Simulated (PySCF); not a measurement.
Excitations are Tamm–Dancoff values on a coarser integration grid. The basis has no diffuse functions, so Rydberg states are missing or too high.

Species: BF3, SMILES `FB(F)F` (charge 0, multiplicity 1).

**Question.** What is the computed S1–T1 gap (TDA), dipole moment and T1 excitation (TDA) (PBE0-D4/def2-TZVP (PySCF 2.14.0))?

**Answer.** 
```json
{
 "S1–T1 gap (TDA)": "0.26 eV",
 "dipole_moment": "0.00 D",
 "T1 excitation (TDA)": "10.50 eV"
}
```
